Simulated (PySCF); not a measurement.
**Name the molecule from its bond curve**

A diatomic of charge 0 contains B. Its doublet curve at UHF-MP2 in a triple-zeta basis (spin-free X2C with a Gaussian nucleus, PySCF), in eV from the separated fragments:

| R (Å) | E (eV) |
| --- | --- |
| 1.034 | -6.790 |
| 1.082 | -7.845 |
| 1.130 | -8.465 |
| 1.166 | -8.709 |
| 1.202 | -8.805 |
| 1.238 | -8.780 |
| 1.286 | -8.599 |
| 1.346 | -8.191 |
| 1.418 | -7.502 |
| 1.514 | -6.295 |

The fit gives ωe = 1905 cm⁻¹ and the rotational constant Bₑ = 1.761 cm⁻¹.

Task: Which atom is the partner?

Result: The minimum lies at 1.212 Å, so the reduced mass is 16.8576 u Å² cm⁻¹/(Bₑ·Re²) = 6.517 u. With B at 11.01 u the partner weighs about 16.0 u: O. The molecule is BO.

Correlated steps freeze 2 core orbitals. The state is the lowest determinant that a PBE0 search found; another state may lie lower at other levels.
